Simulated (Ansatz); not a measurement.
Saddle point of CH8AlN, closed shell (CH₆AlN ([CH3][NH][AlH2]) + H₂ → CH₅N ([CH3][NH2]) + AlH₃ (still joined by a long Al–N bond); bonds formed: Al1–H7, N2–H6; bonds broken: H6–H7; bonds weakened to dative contacts: Al1–N2), PBE0-D4/def2-TZVP structure:

Al1  (-1.195, 0.946, -0.073)
N2  (0.054, -0.339, 0.536)
C3  (0.878, -1.139, -0.352)
H4  (-2.308, 1.314, 0.994)
H5  (-1.376, 1.023, -1.646)
H6  (0.460, 1.037, 0.582)
H7  (0.260, 1.972, 0.345)
H8  (-0.087, -0.778, 1.435)
H9  (1.141, -0.549, -1.235)
H10  (0.362, -2.038, -0.710)
H11  (1.812, -1.449, 0.125)
(Å)

Energies are electronic, without zero-point energy. Barriers and step energies count from the start structure reached by relaxing down the imaginary mode; all methods use the PBE0-D4 structures, on which another method's saddle can fall below an end. Program: Ansatz 0.2.0. Basis: def2-TZVPP, with def2-QZVPP for the basis limit. Cores are frozen in the correlated methods. B3LYP uses VWN-RPA correlation. Extrapolation: Hartree–Fock as exp(−7.88 √X), correlation as X^−2.97.

```
      method  barrier (kJ/mol)  step energy (kJ/mol)
       SPW92              38.8                 -66.1
      PBE-D4                 ?                 -50.7
     BLYP-D4              81.6                 -40.4
   r2SCAN-D4              69.6                 -54.9
      B97M-V                 ?                 -67.0
     PBE0-D4              71.6                 -60.3
    B3LYP-D4              84.6                 -49.4
  r2SCAN0-D4              75.3                 -61.1
    BHLYP-D4              93.2                 -59.7
CAM-B3LYP-D4              84.8                 -55.8
     wB97X-V              86.0                 -59.1
     wB97M-V              88.2                 -54.7
      B2PLYP              89.1                 -49.3
    PBE-QIDH              80.6                 -61.4
  RPA on PBE              91.0                 -54.2
          HF             123.6                 -64.9
         MP2                 ?                 -49.4
        CCSD              95.3                 -58.4
     CCSD(T)              90.7                 -56.1
```

Question: Fill in the withheld barriers. (To be estimated.)

Answer: By the calculation: PBE-D4 65.7; MP2 89.5; B97M-V 75.6 kJ/mol. Each is the energy of the saddle less that of the start structure, by the same method.

For comparison, the barrier by CCSD(T) at an estimated basis limit (MP2 extrapolated from triple and quadruple zeta, plus CCSD(T) − MP2 in triple zeta) is 89.9 kJ/mol.

The T1 diagnostic stays at or below 0.013.

Labels in which every atom is bracketed show which atoms are joined, not bond orders.

For scale, one of the runs: CCSD(T)/def2-TZVPP, 216 basis functions, launched by `ansatz run in.yaml --threads 2 --pin off --events-out ev --progress --plain --max-ram 4352MiB`. Hardware: 2 CPU threads of an Intel Xeon Platinum 8375C, shared host. Wall time 58 s; peak host memory 3.1 GiB.
